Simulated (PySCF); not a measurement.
`CP(C)(C)=O`. Method used: PySCF 2.14.0, PBE0-D3(BJ)/def2-SVP geometry optimisation, gas phase.

```
atom  x, y, z in Å
C1     1.6635    0.0893   -0.5238
P2     0.1597   -0.1676    0.4660
C3    -0.8662   -1.2879   -0.5347
C4    -0.7114    1.4283    0.4060
O5     0.4263   -0.6626    1.8532
H6     1.4423    0.4454   -1.5407
H7     2.3000    0.8230   -0.0081
H8     2.2133   -0.8615   -0.5779
H9    -1.8258   -1.4387   -0.0191
H10   -1.0497   -0.8973   -1.5465
H11   -0.3586   -2.2610   -0.6033
H12   -0.8829    1.7746   -0.6238
H13   -0.1147    2.1741    0.9508
H14   -1.6766    1.3199    0.9221
```

Problem. Give the dihedral angles C1–P2–C3–H9, O5–P2–C4–H14, C3–P2–C4–H12, H6–C1–P2–C4, H6–C1–P2–C3, H6–C1–P2–O5.

Solution. C1–P2–C3–H9 -177° (antiperiplanar); O5–P2–C4–H14 -59° (synclinal); C3–P2–C4–H12 -56° (synclinal); H6–C1–P2–C4 -55° (synclinal); H6–C1–P2–C3 54° (synclinal); H6–C1–P2–O5 180° (antiperiplanar). Dihedral signs follow IUPAC: positive where, seen along the central bond, the front bond turns clockwise onto the rear one.

Problem. Work out the bond lengths C1–H6, C1–H7, C1–H8, P2–C4, C3–H10, C4–H12, C4–H13, C4–H14 in bohr.

Solution. For C1–H6 the difference vector is (-0.2212, 0.3561, -1.0169) Å, of length 1.0999 Å. 1 bohr = 0.529177 Å. C1–H6 2.079; C1–H7 2.078; C1–H8 2.078; P2–C4 3.438; C3–H10 2.079; C4–H12 2.079; C4–H13 2.078; C4–H14 2.078 bohr.

Problem. What is the repulsion energy of the bare nuclei, Σ ZA·ZB/RAB?

Solution. 259.35 Eh over 91 pairs, with full nuclear charges and distances in bohr; the largest single term is 42.42 Eh (P2 with O5).

Problem. Where is the centre of mass (commonest isotopes), and what is the radius of gyration?

Solution. Mass 92.039 u; centre at (0.140, -0.130, 0.360) Å; Rg = √(Σ m r²/M) = 1.500 Å. As Ia + Ib + Ic = 2 Σ m r², the three principal moments sum to 414.1 u·Å².

Problem. What are the angles H7–C1–H8, H6–C1–H7, C1–P2–O5, C1–P2–C4, H9–C3–H10, P2–C3–H10, H12–C4–H14?

Solution. From the scalar product of the two bond vectors; for H7–C1–H8 it is -0.3756 Å² over 1.0997 × 1.0996 Å², cos θ = -0.3106. H7–C1–H8 108.1°; H6–C1–H7 109.5°; C1–P2–O5 113.8°; C1–P2–C4 104.7°; H9–C3–H10 109.5°; P2–C3–H10 112.4°; H12–C4–H14 109.5°.

Problem. Write the matrix of distances between heavy atoms (Å, lower triangle).

Solution. 
```
C1    0.000
P2    1.819  0.000
C3    2.880  1.819  0.000
C4    2.881  1.819  2.879  0.000
O5    2.783  1.497  2.786  2.786  0.000
```

The point group is C3v within 0.08 Å; differences among equivalent distances and angles are scatter left by the optimiser. Not checked by PBE0-D3(BJ)/def2-SVP frequencies.

On one thread of an Arm Neoverse V2 (shared host), this took 19 s and 0.49 GiB of memory at its peak. That covers the optimisation of the geometry.
